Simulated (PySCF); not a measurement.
Cartesian coordinates (Å):
```xyz
1

F      0.0000     0.0000     0.0000
```
Charge 0, spin multiplicity 2.

What highest occupied spin orbital, dipole moment and total energy does TPSSh-D3(BJ)/def2-TZVP in PySCF give?


- highest occupied spin orbital = -11.25 eV
- dipole moment = 0.00 D
- total energy = -99.7660 Ha
